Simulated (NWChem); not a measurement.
Species: Cl anion

All runs: NWChem. Pople sets run with spherical d functions. Level: PBE0/6-31+G*; rows give the wavelength of the field.

Problem. Order these by “isotropic polarisability (bohr³)”, lowest first: 1065 nm; static; 589 nm.

Solution. static (15.5), 1065 nm (16.0), 589 nm (17.3)
